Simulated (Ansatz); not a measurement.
Basis-set extrapolation for C2H7NOS (`CC(N)(O)S`) (PBE0-D4/def2-TZVP geometry, frozen core, Ansatz 0.2.0). Multiplicity 1, RHF reference.

```csv
,def2-TZVPP,def2-QZVPP
HF,-606.749393,-606.770628
MP2 correlation,-0.983964,-1.057229
CCSD(T) correlation,-1.068332,not run
```

Energies in hartree. Use E(X) = E(∞) + A·exp(−7.88·√X) for Hartree–Fock and E(X) = E(∞) + B·X^(−2.97) for correlation, with X = 3 and 4, and add CCSD(T) minus MP2 of the smaller set to the MP2 limit.

What is the CCSD(T) energy at the basis-set limit?

HF limit: -606.770628 + (-0.021235) × 0.13774 = -606.77355. MP2 limit: -1.057229 + (-0.073265) × 0.74074 = -1.11150. Higher-order term: -1.068332 − (-0.983964) = -0.08437. Total: -607.96942 hartree, 95.2 kcal/mol below CCSD(T)/def2-TZVPP.
